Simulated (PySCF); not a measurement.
Species: CS.
SMILES: `[C-]#[S+]`

Method used: CAM-B3LYP/def2-TZVP geometry optimisation, gas phase (PySCF).

Take the most abundant isotopes and a rigid rotor. 

Q: What are the moment of inertia and the rotational constant?

A: I = 20.154 u·Å², B = 505379 MHz·u·Å²/I = 25076 MHz (0.8365 cm⁻¹, or 1.203 K as hB/k). For two atoms I = μr² with μ = 8.7252 u and r = 1.5198 Å.

Q: List the first levels of a rigid rotor in a Σ state.

A: E(J) = BJ(J+1): J = 1: 1.673, J = 2: 5.019, J = 3: 10.037, J = 4: 16.729, J = 5: 25.094, J = 6: 35.131 cm⁻¹.

Q: Where do the first rotational lines fall?

A: The dipole is 2.00 D; J+1 ← J lies at 2B(J+1): 1 ← 0 at 50.15 GHz, 2 ← 1 at 100.31 GHz, 3 ← 2 at 150.46 GHz, 4 ← 3 at 200.61 GHz, 5 ← 4 at 250.76 GHz, 6 ← 5 at 300.92 GHz.

Q: Estimate the classical rotational partition function at 50 K, 298.15 K and 500 K.

A: Point group C∞v, symmetry number σ = 1; q = kT/(σhB), k/h = 20836.6 MHz/K: 41.5 at 50 K, 248 at 298.15 K, 415 at 500 K.

Stationary, but not proved a minimum. Constants of a rigid frame at the computed geometry: no zero-point averaging, no centrifugal distortion.

Time: 1.0 s of wall time; peak memory 0.30 GiB. Hardware: one thread of an AMD EPYC 9R45, shared host with 96 logical CPUs at a one-minute load of 91. These figures are those of the optimisation.
